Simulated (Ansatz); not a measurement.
# C₂H₄Si (SMILES C=C=[SiH2]): one structure at several levels

Aim: energy, forces and dipole at a structure displaced at random from a GFN2-xTB minimum, from CCSD(T) and from density functionals.

Computed with Ansatz 0.2.0, Gaussian basis. Level: single points in def2-TZVPP.

Correlated methods freeze the cores.

**1. Starting geometry**

SMILES `C=C=[SiH2]`, 7 atoms, charge 0, spin multiplicity 1.

Atoms are counted from 1 here; the program's logs count them from 0.

Bond lengths: C1–C2 1.537 Å, C1–H4 0.996 Å, C1–H5 1.060 Å, C2–Si3 1.730 Å, Si3–H6 1.395 Å, Si3–H7 1.521 Å. Angles: C2–C1–H4 123.1°, C2–C1–H5 113.1°, H4–C1–H5 118.0°, C1–C2–Si3 164.7°, C2–Si3–H6 126.4°, C2–Si3–H7 114.5°, H6–Si3–H7 113.3°.

Coordinates:

```
C    -1.3665   -0.3205   -1.0099
C    -0.0656   -0.1954   -0.2013
Si    1.2622    0.3824    0.7457
H    -1.8874   -1.1668   -1.0750
H    -1.8937    0.5952   -1.0933
H     1.2696    0.5809    2.1261
H     2.6339    0.0515    0.1770
```

**2. CCSD(T)/def2-TZVPP**

run/in.yaml

```yaml
crystal:
  periodic: [false, false, false]
  atoms:
    - {symbol: C, position_ang: [-1.366500, -0.320500, -1.009900]}
    - {symbol: C, position_ang: [-0.065600, -0.195400, -0.201300]}
    - {symbol: Si, position_ang: [1.262200, 0.382400, 0.745700]}
    - {symbol: H, position_ang: [-1.887400, -1.166800, -1.075000]}
    - {symbol: H, position_ang: [-1.893700, 0.595200, -1.093300]}
    - {symbol: H, position_ang: [1.269600, 0.580900, 2.126100]}
    - {symbol: H, position_ang: [2.633900, 0.051500, 0.177000]}
basis:
  gaussian: {orbitals: def2-TZVPP}
correlation: {method: ccsd_t}
output: {forces: true}
```

The command line of these runs was not kept.

**3. PBE0-D4/def2-TZVPP**

Changes to run/in.yaml since step 2:

```diff
@@ -12,3 +12,3 @@
   gaussian: {orbitals: def2-TZVPP}
-correlation: {method: ccsd_t}
-output: {forces: true}
+hamiltonian: {xc: pbe0, dispersion: d4}
+output: {forces: true, orbitals: {seedname: orbitals}}
```

**4. wB97M-V/def2-TZVPP**

Changes to run/in.yaml since step 3:

```diff
@@ -12,3 +12,3 @@
   gaussian: {orbitals: def2-TZVPP}
-hamiltonian: {xc: pbe0, dispersion: d4}
-output: {forces: true, orbitals: {seedname: orbitals}}
+hamiltonian: {xc: {name: wB97M-V}}
+output: {forces: true}
```

**5. r2SCAN-D4/def2-TZVPP**

Changes to run/in.yaml since step 4:

```diff
@@ -12,3 +12,3 @@
   gaussian: {orbitals: def2-TZVPP}
-hamiltonian: {xc: {name: wB97M-V}}
+hamiltonian: {xc: r2scan, dispersion: d4}
 output: {forces: true}
```

**6. PBE-D4/def2-TZVPP**

Changes to run/in.yaml since step 5:

```diff
@@ -12,3 +12,3 @@
   gaussian: {orbitals: def2-TZVPP}
-hamiltonian: {xc: r2scan, dispersion: d4}
+hamiltonian: {xc: pbe, dispersion: d4}
 output: {forces: true}
```

**7. r2SCAN0-D4/def2-TZVPP**

Changes to run/in.yaml since step 6:

```diff
@@ -12,3 +12,3 @@
   gaussian: {orbitals: def2-TZVPP}
-hamiltonian: {xc: pbe, dispersion: d4}
+hamiltonian: {xc: {name: r2SCAN0}, dispersion: d4}
 output: {forces: true}
```

**8. SPW92/def2-TZVPP**

Changes to run/in.yaml since step 7:

```diff
@@ -12,3 +12,3 @@
   gaussian: {orbitals: def2-TZVPP}
-hamiltonian: {xc: {name: r2SCAN0}, dispersion: d4}
+hamiltonian: {xc: lda}
 output: {forces: true}
```

(Steps that only read results are left out.)

Before running it: what results should come out? Wanted: energy less free atoms, CCSD(T)/def2-TZVPP; RMS force component; RMS force error; HOMO and LUMO, PBE0-D4; T1 diagnostic.

**Answer**, as computed:

| quantity | value |
| --- | --- |
| energy less free atoms, CCSD(T)/def2-TZVPP | -2317.0 kJ/mol |
| RMS force component | 2.733 to 3.015 eV/Å over the methods |
| RMS force error | PBE0-D4 0.333, wB97M-V 0.333, r2SCAN-D4 0.237, PBE-D4 0.212, r2SCAN0-D4 0.364, SPW92 0.352 eV/Å |
| HOMO and LUMO, PBE0-D4 | -6.50 and -1.96 eV |
| T1 diagnostic | 0.018 |

In words: Against CCSD(T) the functionals' energies less atoms differ by -390.6 to +1.5 kJ/mol, PBE-D4 by -110.8 kJ/mol. The reference is not at the basis limit: in triple zeta CCSD(T) underbinds, which counts against methods that bind more; the gaps are no ranking. For forces PBE-D4 does best and r2SCAN0-D4 worst. Frozen-core CCSD(T) forces in triple zeta carry basis errors of their own, and this is one geometry, so small gaps rank nothing. The restricted Hartree–Fock reference is unstable towards an unrestricted one at one or more of these structures.
